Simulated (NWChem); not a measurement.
Species: NH, triplet; SMILES [NH]

```xyz
2

N      0.0000     0.0000    -0.1395
H      0.0000     0.0000     0.9072
```
Atoms are numbered in this order, from 1.

Computed with NWChem. Pople sets run with spherical d functions. Spin-unrestricted. Structure relaxed at the PBE0/def2-SVP, spin-unrestricted level. No stability test was run on the SCF state. Vzz is the largest principal value of the second derivative of the potential at the nucleus (NWChem prints the opposite sign); η is the asymmetry. Non-relativistic.

```
level               Vzz N1 (a.u.)  η N1
------------------  -------------  ----
PBE/6-31G*                 -0.533  0.00
PBE/def2-TZVP              -0.653  0.00
CAM-B3LYP/6-31G*           -0.528  0.00
CAM-B3LYP/def2-SVP         -0.527  0.00
```
